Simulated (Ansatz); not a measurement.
Born–Oppenheimer molecular dynamics of H₈SSi₂ (11 atoms, charge 0, multiplicity 1). It starts at the highest image of a converged band. Of that band: Neighbouring images differ by up to 2.3 eV, so the band resolves the path poorly. A vibrational analysis at the climbing image gives one clearly imaginary mode, 1199i cm⁻¹: a first-order saddle point.

Level of theory: RKS BHLYP/def2-SVPD (Ansatz).

| Property | Result |
| --- | --- |
| ensemble | NVE (velocity Verlet) |
| time step | 0.5 fs |
| steps asked | 200 |
| starting velocities drawn for | 100 K |
| seed | 8737 |

First frame:

```xyz
11
Properties=species:S:1:pos:R:3
Si -0.968 -0.369 0.685
S 1.307 0.199 2.017
H -1.933 -0.468 -0.465
H -0.748 -1.759 1.101
H -1.550 0.638 1.581
H 0.556 0.269 0.306
Si 0.296 0.527 -1.426
H 1.945 -0.943 1.712
H -0.687 1.577 -1.752
H 1.682 1.025 -1.535
H 0.100 -0.697 -2.227
```

(1) How far do the bonds stretch over the last three quarters of this one trajectory? (Pairs bonded in most of those frames.)

Answers

(1) 
```tsv
bond	mean (Å)	spread (Å)	shortest	longest
Si1–S2	2.279	0.212	1.94	2.60
Si1–H3	1.479	0.017	1.44	1.51
Si1–H4	1.477	0.013	1.46	1.50
Si1–H5	1.477	0.006	1.47	1.49
S2–H8	1.343	0.007	1.33	1.36
H6–Si7	1.479	0.022	1.43	1.51
Si7–H9	1.483	0.026	1.44	1.52
Si7–H10	1.491	0.022	1.45	1.53
Si7–H11	1.488	0.030	1.43	1.53
```

Mean temperature of the second half: 2226 K. The conserved energy stayed within 0.07 meV per atom of its start (net change 0.028 meV per atom), so the integration is sound. The kinetic energy rose, since the run started high on the potential surface and went downhill. It ends in pieces (H4SSi + H4Si), so much of that is their flight and rotation, not heat. A run of 0.1 ps of so small a system gives no equilibrium averages. The orbitals stay closed-shell, which can raise the energy where a bond breaks towards radicals; this wasn't checked here.

Time of the run: 12 min on 4 threads of Arm Neoverse N1, with other jobs on the host, peak memory 0.36 GiB.
